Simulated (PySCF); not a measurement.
All values below come from PySCF with PBE-D3(BJ)/def2-TZVP // B3LYP-D3(BJ)/def2-TZVP. All species are isolated molecules in the gas phase. One relaxed conformer stands for a flexible species; it need not be the lowest. Excitations are Tamm–Dancoff values on a coarser integration grid. The basis has no diffuse functions, so Rydberg states are missing or too high.

Reference species (SMILES): `C=C` (neutral, multiplicity 1).

The T1 excitation (TDA) is 4.61 eV, the LUMO is -0.94 eV and the HOMO–LUMO gap is 5.82 eV. The HOMO comes out as -6.76 eV.

After one change: the T1 excitation (TDA) drops by 0.86 eV; the LUMO drops by 1.60 eV; the HOMO–LUMO gap drops by 1.85 eV; the HOMO goes up by 0.25 eV.

Problem. What was changed between the two runs? The new species is one of these.
(A) `C=CC(=O)O` (C–C–C–O torsion 180°, O–C–O–H torsion 0°)
(B) `C=CC=C` (C–C–C–C torsion 180°)
(C) `C=C[SeH]` (C–C–Se–H torsion 0°)
(D) `C=CC`

Solution. A, `C=CC(=O)O` (C–C–C–O torsion 180°, O–C–O–H torsion 0°)
